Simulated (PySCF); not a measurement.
Potential energy of AlP along the bond

Set-up: Al jorge-DZP-DKH, P jorge-DZP-DKH; spin-free X2C with a Gaussian nucleus (PySCF 2.14). Energies in eV from Al + P in their ground configurations at the same level. State: ³Σ⁻ (triplet), unpaired electrons π ↑↑.

All columns are r²SCANh. A positive dipole means Al(−)P(+).

```json
{"R (Å)": "2.109", "E (eV)": "-1.503", "μ (D)": "0.61", "Mulliken charge on Al (basis-dependent)": "0.07", "HOMO (eV)": "-4.99", "LUMO (eV)": "-4.43", "Mayer bond order": "1.27", "⟨S²⟩": "2.01"}
{"R (Å)": "2.207", "E (eV)": "-1.847", "μ (D)": "0.18", "Mulliken charge on Al (basis-dependent)": "0.11", "HOMO (eV)": "-5.05", "LUMO (eV)": "-4.20", "Mayer bond order": "1.24", "⟨S²⟩": "2.01"}
{"R (Å)": "2.305", "E (eV)": "-2.032", "μ (D)": "-0.26", "Mulliken charge on Al (basis-dependent)": "0.15", "HOMO (eV)": "-5.09", "LUMO (eV)": "-3.98", "Mayer bond order": "1.20", "⟨S²⟩": "2.01"}
{"R (Å)": "2.378", "E (eV)": "-2.096", "μ (D)": "-0.60", "Mulliken charge on Al (basis-dependent)": "0.17", "HOMO (eV)": "-5.10", "LUMO (eV)": "-3.83", "Mayer bond order": "1.17", "⟨S²⟩": "2.01"}
{"R (Å)": "2.452", "E (eV)": "-2.111", "μ (D)": "-0.93", "Mulliken charge on Al (basis-dependent)": "0.20", "HOMO (eV)": "-5.10", "LUMO (eV)": "-3.69", "Mayer bond order": "1.15", "⟨S²⟩": "2.01"}
{"R (Å)": "2.526", "E (eV)": "-2.090", "μ (D)": "-1.26", "Mulliken charge on Al (basis-dependent)": "0.22", "HOMO (eV)": "-5.09", "LUMO (eV)": "-3.56", "Mayer bond order": "1.12", "⟨S²⟩": "2.01"}
{"R (Å)": "2.624", "E (eV)": "-2.021", "μ (D)": "-1.69", "Mulliken charge on Al (basis-dependent)": "0.25", "HOMO (eV)": "-5.06", "LUMO (eV)": "-3.40", "Mayer bond order": "1.09", "⟨S²⟩": "2.01"}
{"R (Å)": "2.746", "E (eV)": "-1.888", "μ (D)": "-2.21", "Mulliken charge on Al (basis-dependent)": "0.27", "HOMO (eV)": "-4.99", "LUMO (eV)": "-3.23", "Mayer bond order": "1.06", "⟨S²⟩": "2.02"}
{"R (Å)": "2.893", "E (eV)": "-1.689", "μ (D)": "-2.78", "Mulliken charge on Al (basis-dependent)": "0.29", "HOMO (eV)": "-4.89", "LUMO (eV)": "-3.08", "Mayer bond order": "1.02", "⟨S²⟩": "2.02"}
{"R (Å)": "3.090", "E (eV)": "-1.396", "μ (D)": "-3.43", "Mulliken charge on Al (basis-dependent)": "0.30", "HOMO (eV)": "-4.73", "LUMO (eV)": "-2.95", "Mayer bond order": "0.97", "⟨S²⟩": "2.04"}
```

A fit through these points gives, at Re = 2.443 Å, μ = -0.89 D and dμ/dR = -4.54 D/Å; the reduced mass is 14.42 u.

Problem. How strong is the fundamental in the double-harmonic approximation, I = 42.26·(dμ/dR)²/μred km/mol?

Solution. I = 42.26·(-4.54)²/14.42 = 60.4 km/mol at r²SCANh.

The state is the lowest determinant that a PBE0 search found; another state may lie lower at other levels.
